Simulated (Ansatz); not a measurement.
`[OH][Mg][OH]` + H₂ → `[OH][MgH]` + H₂O  (hydrogenolysis of a Mg–O bond)

Computed with Ansatz on PBE0-D4/def2-TZVP structures; ΔE is electronic, products minus reactants. CBS: MP2 limit from def2 TZ/QZ plus the TZ coupled-cluster correction, frozen cores. This one scheme is used for every species. Functionals use def2-TZVPP. HSE06 is defined as in plane-wave codes. For Mg outer-core shells are correlated without core-valence functions, which leaves a few kJ/mol of doubt a bond. Each species was taken in one conformer, which may not be the lowest.

`[OH][Mg][OH]`:

Cartesian coordinates in Å:
```
O 0.174 0.880 -1.522
Mg -0.001 -0.002 -0.001
O -0.178 -0.890 1.515
H -0.098 1.461 -2.219
H 0.104 -1.448 2.227
```

H₂:

```xyz
2

H    -0.207    0.160   -0.266
H     0.207   -0.160    0.266
```

`[OH][MgH]`:

Cartesian coordinates in Å:
```
O -0.786 0.301 -0.654
Mg 0.512 -0.196 0.425
H -1.485 0.569 -1.233
H 1.760 -0.674 1.462
```

H₂O:

Cartesian coordinates in Å:
```
O 0.242 0.228 0.203
H 0.248 -0.730 0.152
H -0.489 0.503 -0.355
```

(1) Is it downhill or uphill in electronic energy at CCSD(T)/CBS, and by how much? (Estimate.)

(2) What do these levels give: PBE-D4, BLYP-D4, PBE0-D4, CAM-B3LYP-D4, r2SCANh, HSE06, CCSD/def2-SVP, HF/def2-TZVPP, SCS-MP2/def2-TZVPP, CCSD/def2-QZVPP, CCSD(T)/def2-QZVPP, MP2/CBS(def2)? (Best estimate.)

Largest T1 diagnostic among the species: 0.011.

Results:

(1) Computed: Uphill: ΔE = +0.99 eV.

(2) Computed: PBE-D4 0.89, BLYP-D4 0.99, PBE0-D4 0.86, CAM-B3LYP-D4 0.95, r2SCANh 0.99, HSE06 0.85, CCSD/def2-SVP 1.00, HF/def2-TZVPP 0.81, SCS-MP2/def2-TZVPP 1.02, CCSD/def2-QZVPP 0.96, CCSD(T)/def2-QZVPP 0.99, MP2/CBS(def2) 1.12 eV.

From BLYP to BHLYP (50 % exact exchange), in def2-TZVPP and without D4, ΔE moves by −0.06 eV. In def2-TZVPP, CCSD(T) changes the Hartree–Fock value by +0.12 eV (the triples alone add +0.02 eV) and MP2 by +0.25 eV.
